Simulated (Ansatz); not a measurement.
in.yaml

```yaml
crystal:
  periodic: [false, false, false]
  atoms:
    - {symbol: Al, position_ang: [0.000000, 0.000000, 0.000000]}
    - {symbol: N, position_ang: [0.000000, 0.000000, 1.789283]}
basis:
  gaussian: {orbitals: def2-SVP}
magnetization: {spin_polarized: false, initial_magnetization: 2}
correlation: {method: mp2, electrons: valence}
accuracy: high
output: {forces: true}
```

```sh
$ ansatz run in.yaml --threads 1 --pin off --events-out ev --progress --plain --max-ram 2393MiB
```

Problem. Roughly how long does this take on 1 thread of Arm Neoverse V2, shared host, and how much host memory?

Solution. 1 s wall and 0.08 GiB.

```
560 factors; integrals over basis functions are off by at most 3.9e-9 eV
mean field evaluation 1: about -8054.9198 eV, gradient 2.4e1 eV
mean field evaluation 2: about -8054.9229 eV, gradient 2.4e1 eV
mean field evaluation 4: about -8057.2939 eV, gradient 2.9e0 eV
mean field evaluation 8: about -8058.0742 eV, gradient 1.7e0 eV
mean field evaluation 16: about -8058.2018 eV, gradient 6.3e-6 eV
mean field evaluation 32: about -8058.6636 eV, gradient 1.2e-8 eV
mean field evaluation 64: about -8058.2018 eV, gradient 1.4e-7 eV
mean field evaluation 96: about -8056.9634 eV, gradient 7.3e0 eV
mean field evaluation 128: about -8058.2013 eV, gradient 2.1e-1 eV
mean field evaluation 160: about -8058.2018 eV, gradient 5.9e-5 eV
mean field -8058.66359535 eV, -296.1504247707 hartree, gradient 8.9e-9 eV, S^2 2.000000; 12 other end points of the search recorded, 0 dependent functions left out
mean field evaluation 192: about -8058.8058 eV, gradient 2.0e-4 eV
mean field evaluation 224: about -8058.3868 eV, gradient 5.3e-1 eV
6 core orbitals not correlated: weight in the atoms' cores, before any rotation towards them, 1.000 or more for the frozen orbitals, at most 0.000 for the correlated occupied ones
reference -8058.66359535 eV, -296.1504247707 hartree; 5, 3 occupied and 21, 23 virtual orbitals, 560 factors
second order -3.70421921 eV of doubles, -0.08615087 eV of singles
the calculation of the forces begins
Total energy: -8062.45396543 eV, -296.2897183019 hartree
Atom 0 at     0.000000     0.000000     0.000000 Å, force    -0.000000    -0.000000    -2.633289 eV/Å
Atom 1 at     0.000000     0.000000     1.789283 Å, force     0.000000     0.000000     2.633289 eV/Å
Dipole moment:     0.000000    -0.000000    -0.165117 e Å
```

Forces (eV/Å):
```
Al   0.000  0.000 -2.633
N    0.000  0.000  2.633
```
